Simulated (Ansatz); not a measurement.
Cubic perovskite BaTiO3 (cubic high-temperature phase), treated with Hartree–Fock (plane waves, PAW; Ansatz, a first-principles code).

Settings: plane-wave cutoff 460 eV, 6×6×6 k mesh, Fermi–Dirac smearing 0.01 eV, no spin polarisation, scalar-relativistic PAW data made under PBE.

The cell has the measured lattice: a = 4.0010 Å, b = 4.0010 Å, c = 4.0010 Å, α = 90.00°, β = 90.00°, γ = 90.00°.

Estimate the band gap that the calculation returns.


band gap: 11.95 eV (on the SCF k mesh)

Measured, for comparison: band gap 3.2 eV (temperature not stated, not corrected to a static lattice; as tabulated in Matsushita et al. (2011), arXiv:1104.2769).

Note: held by symmetry at 0 K, a high-temperature phase can be a saddle point; cell and atoms aren't relaxed at this level (pressure 0.3 GPa).

Spin–orbit coupling is not included.

Static lattice: no zero-point or thermal effects.
